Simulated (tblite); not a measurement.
Phosphorous acid, H3O3P.
Numbering: `[OH:1][P:2]([OH:3])[OH:4]` (hydrogens: H5 on O1; H6 on O3; H7 on O4)

Computed with GFN2-xTB (tblite), gas phase: Langevin dynamics at 600 K from the optimised GFN2-xTB geometry, time step 0.5 fs, friction 0.01 fs⁻¹, 2000 steps.

Start geometry:
```
atom  x, y, z in Å
O1      1.111   -0.821   -0.411
P2      0.091    0.013    0.553
O3      0.081    1.410   -0.290
O4     -1.307   -0.603   -0.020
H5      2.035   -0.624   -0.272
H6     -0.475    2.092    0.081
H7     -1.532   -1.462    0.332
```

The statistics below take the 31 frames saved every 25 fs from 250 to 1000 fs; their kinetic temperature (all 3N coordinates) averages 566 K.

Problem. Give the mean, spread and extremes of the bond lengths.

Solution. 
```json
{"bond": "O1–P2", "start (Å)": "1.632", "mean (Å)": "1.654", "standard deviation (Å)": "0.060", "shortest (Å)": "1.537", "longest (Å)": "1.799"}
{"bond": "P2–O3", "start (Å)": "1.632", "mean (Å)": "1.638", "standard deviation (Å)": "0.028", "shortest (Å)": "1.579", "longest (Å)": "1.699"}
{"bond": "P2–O4", "start (Å)": "1.632", "mean (Å)": "1.636", "standard deviation (Å)": "0.040", "shortest (Å)": "1.576", "longest (Å)": "1.750"}
{"bond": "O1–H5", "start (Å)": "0.955", "mean (Å)": "0.960", "standard deviation (Å)": "0.029", "shortest (Å)": "0.914", "longest (Å)": "1.021"}
{"bond": "O3–H6", "start (Å)": "0.955", "mean (Å)": "0.961", "standard deviation (Å)": "0.034", "shortest (Å)": "0.900", "longest (Å)": "1.021"}
{"bond": "O4–H7", "start (Å)": "0.955", "mean (Å)": "0.964", "standard deviation (Å)": "0.021", "shortest (Å)": "0.927", "longest (Å)": "1.005"}
```

Problem. Give the same statistics for bond angles, one of each kind.

Solution. 
| angle | start (°) | mean (°) | standard deviation (°) | smallest (°) | largest (°) |
| --- | --- | --- | --- | --- | --- |
| P2–O1–H5 | 114.5 | 114.4 | 9.2 | 96.1 | 134.1 |
| O1–P2–O3 | 97.8 | 97.9 | 4.4 | 89.2 | 106.6 |

Problem. How far does each atom move about its mean position (frames aligned on the start, all atoms weighted alike), and what rms force does it feel?

Solution. 
| atom | rms displacement (Å) | rms force (eV/Å) |
| --- | --- | --- |
| O1 | 0.28 | 1.81 |
| P2 | 0.18 | 1.78 |
| O3 | 0.32 | 1.79 |
| O4 | 0.39 | 1.25 |
| H5 | 0.35 | 1.29 |
| H6 | 0.40 | 1.67 |
| H7 | 0.47 | 0.96 |

The displacements run from 0.18 to 0.47 Å, the largest at H7.

Problem. How widely does the potential energy scatter, against a harmonic estimate?

Solution. Mean 0.33 eV above the start, standard deviation 0.119 eV, range 0.10 to 0.58 eV. For 15 classical harmonic modes at 600 K the canonical values are 15kT/2 = 0.39 eV and kT·√(15/2) = 0.142 eV.

The run is classical and short, so these are rough statistics of one trajectory.

The cost below is that of the whole dynamics run. On Intel Xeon at 2.50 GHz, one thread (shared host), this took 16 s wall and 0.18 GiB of memory at its peak.
